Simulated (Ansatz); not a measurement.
`F[BH][AlH2]` + H₂ → `[BH2][AlH2]` + H–F at 400 K and 1 bar (hydrogenolysis of a B–F bond).

Gas-phase electronic energies from Ansatz, PBE0-D4/def2-TZVP geometries. CBS: MP2 limit from def2 TZ/QZ plus the TZ coupled-cluster correction, frozen cores. This one scheme is used for every species.

| species | CCSD(T)/CBS energy (Eh) | H − E (kJ/mol) | S (J/(mol·K)) |
| --- | --- | --- | --- |
| `F[BH][AlH2]` | -368.40257 | 95.5 | 317.1 |
| H₂ | -1.17544 | 38.0 | 139.0 |
| `[BH2][AlH2]` | -269.14094 | 105.2 | 282.1 |
| H–F | -100.39570 | 36.5 | 182.2 |

H − E and S are ideal-gas, rigid-rotor, harmonic terms from PBE0-D4/def2-TZVP. The MP2-based limit puts H₂ 0.8 mEh under its directly extrapolated value; such offsets cancel only in part. 1 Eh = 2625.50 kJ/mol, R = 8.31446 J/(mol·K).

Q: By hand: ΔE, ΔH, ΔS and ΔG.

A: ΔE = (-269.14094) + (-100.39570) − (-368.40257) − (-1.17544) = 0.04137 Eh = 108.6 kJ/mol. Δ(H − E) = 105.2 + 36.5 − 95.5 − 38.0 = 8.2, so ΔH = 116.8 kJ/mol. ΔS = 282.1 + 182.2 − 317.1 − 139.0 = 8.2 J/(mol·K). ΔG = 116.8 − 400 × (8.2)/1000 = 113.5 kJ/mol.

Q: By hand: the equilibrium constant, and the temperature at which ΔG would vanish if ΔH and ΔS stayed fixed.

A: log₁₀ K = −ΔG/(RT ln 10) = -14.8. ΔG = 0 at ΔH/ΔS = 14244 K, far beyond where these terms or the molecules hold.

The number of gas molecules stays the same, so ΔS is small and ΔH decides. A doubt of 5 kJ/mol in ΔE shifts log₁₀ K by 0.7 here. These are equilibria of isolated gas molecules and say nothing of rates. Largest T1 diagnostic: 0.014 (customary marks: 0.02 for closed shells, 0.045 for open ones).
